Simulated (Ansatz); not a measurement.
# Al (model structure, started from the simple cubic type, Pm-3m, No. 221, 1 atom in the cell)

These are r²SCAN in Ansatz (plane waves, PAW) values and carry that method's errors.

Numerical settings: plane-wave cutoff 500 eV, 28×28×28 k mesh, Fermi–Dirac smearing 0.1 eV, scalar-relativistic PAW data made under PBE.

Cell (relaxed at this level):

Space group Pm-3m (No. 221); a = b = c = 2.708 Å, α = β = γ = 90.00°

```json
[
 {"atom": "Al", "site": "1a", "symmetry": "m-3m", "x": "0.0000", "y": "0.0000", "z": "0.0000"}
]
```

```yaml
band_gap: zero (no gap)
```

Note: the relaxation could raise the start's symmetry but not lower it, so the cell can be a saddle point.

A model structure was made by putting elements into a prototype or built by hand; it is no filed structure, need not be a known phase, and can be a saddle point held by its symmetry.

Ansatz is a quantum-chemistry and plane-wave program.
